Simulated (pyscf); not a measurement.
# Substitution at C: H₃C–SiH₂–Cl + Cl atom (Cl•) → chloromethane (H₃C–Cl) + •H₂Si–Cl

Gas phase, doublet surface, charge 0. Bonds broken: C1–Si2. Bonds formed: C1–Cl9. Single points on ωB97X-D3(BJ)/def2-SVP structures (PySCF, gas phase).

Transition state (Å):

```xyz
9

C      0.4343     0.2067     0.4374
Si    -1.2356    -0.1013     2.0870
Cl    -0.2907    -0.7237     3.8085
H     -0.3931     0.4958    -0.2144
H      0.6483    -0.8523     0.5945
H      0.8499     0.9385     1.1330
H     -1.9233     1.1971     2.3345
H     -2.1868    -1.1530     1.6295
Cl     1.8995     0.4777    -1.0119
```

One imaginary mode, 803i cm⁻¹; descent along it reached the two sides named.

```tsv
bond	change	reactant side (Å)	saddle	product side
C1–Si2	breaks	1.870	2.367	4.0
C1–Cl9	forms	3.1	2.079	1.778
```

Electronic energies relative to the separated reactants (kcal/mol):

| level | barrier | reaction energy | reverse barrier |
|---|---|---|---|
| ωB97X-D3(BJ)/def2-TZVP | 26.5 | +8.8 | 17.7 |
| PBE/def2-TZVP | 12.9 | +0.8 | 12.2 |
| r²SCAN/def2-TZVP | 17.3 | +4.0 | 13.3 |
| B3LYP-D3(BJ)/def2-TZVP | 20.8 | +6.9 | 13.9 |
| PBE0-D3(BJ)/def2-TZVP | 19.6 | +4.8 | 14.8 |
| M06-2X/def2-TZVP | 23.3 | +5.2 | 18.1 |
| ωB97M-D3(BJ)/def2-TZVP | 26.1 | +8.6 | 17.6 |
| HF/def2-TZVP | 48.1 | +15.4 | 32.7 |

With ωB97M-D3(BJ)/def2-TZVP energies and thermal terms (ideal gas, 1 atm, RRHO with modes under 100 cm⁻¹ raised to 100, one conformer, R ln 2 for chiral ones without a mode under 150 cm⁻¹), in kcal/mol:

```csv
T (K),ΔH‡,ΔG‡,ΔH,ΔG
298,25.2,32.1,+7.9,+5.1
600,25.2,39.0,+7.0,+2.5
900,25.1,45.9,+6.1,+0.5
1200,24.9,52.9,+5.2,-1.3
```

The same reactants have a lower exit, to H₃C–SiH(Cl)–Cl + H• (barrier -2.0 kcal/mol at ωB97M-D3(BJ)/def2-TZVP, against +26.1 kcal/mol here). One saddle was located; it need not be the lowest between these sides. The angle at the attacked C is 180°. Left out: orbital degeneracy and the spin-orbit lowering of Cl.
